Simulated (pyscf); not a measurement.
Elementary routes open to GaH₂• + methane (CH₄) in the gas phase (doublet surface):
A. H₃C–GaH₂ + H atom (H•) (C–H broken; C–Ga formed)
B. gallane (GaH₃) + methyl (CH₃•) (C–H broken; Ga–H formed)

Optimised with ωB97X-D3(BJ)/def2-SVP in PySCF. MP2 and CC: frozen core, UHF for open shells. ΔMP2 is the change of the MP2 total energy from the triple- to the quadruple-zeta basis.

Question: Rank the routes by free-energy barrier at 900 K, lowest first, for CCSD(T)/def2-TZVPP + ΔMP2(QZVPP) energies (ideal gas, 1 atm, RRHO with modes under 100 cm⁻¹ raised to 100, one conformer, R ln 2 for rigid chiral ones).

Answer: B (46.9 kcal/mol), A (70.1 kcal/mol)

Route B is the fastest of these, ahead of the next by 23.2 kcal/mol. The most stable products are those of B (ΔG = +20.2 kcal/mol), so kinetics and thermodynamics agree. At 298 K B is still the fastest. Only these routes are compared; each barrier is that of the saddle found, and lower ones may exist. The CCSD(T) − MP2 part came from Ansatz, without density fitting, on the same reference. The frozen core leaves the outer d or s,p core shells of the metals and heavy elements correlated in the MP2 and CC values, and def2-TZVPP describes them poorly, which can shift differences by a few kcal/mol. Elements up to Kr have no core potential and no relativistic terms here.
